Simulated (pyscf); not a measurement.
Single points on ωB97X-D3(BJ)/def2-SVP structures (PySCF, gas phase).

Task: HO–SiH₂–CH₂–O–SiH₃ + hydrogen (H₂) → H₃C–O–SiH₃ + silanol (HO–SiH₃)
Surface: singlet. Broken: C–Si, H–H. Formed: C–H, H–Si. Give ΔE‡ and ΔE from ωB97M-D3(BJ)/def2-TZVP, relative to the separated reactants.

Result: ΔE‡ = 64.0 kcal/mol, ΔE = -6.6 kcal/mol. Zero-point energy shifts the barrier by +3.4 kcal/mol. It is a four-centre exchange, with an imaginary mode of 1569i cm⁻¹. At the saddle there is also a short H–Si contact that neither side keeps. HO–SiH₂–CH₂–O–SiH₃ lies 31.8 kcal/mol over its isomer H₃C–O–SiH₂–O–SiH₃ (electronic energy, ωB97M-D3(BJ)/def2-TZVP). H₃C–O–SiH₃ lies 23.7 kcal/mol over its isomer H₃C–SiH₂–OH (electronic energy, ωB97M-D3(BJ)/def2-TZVP). One saddle was located; it need not be the lowest between these sides.
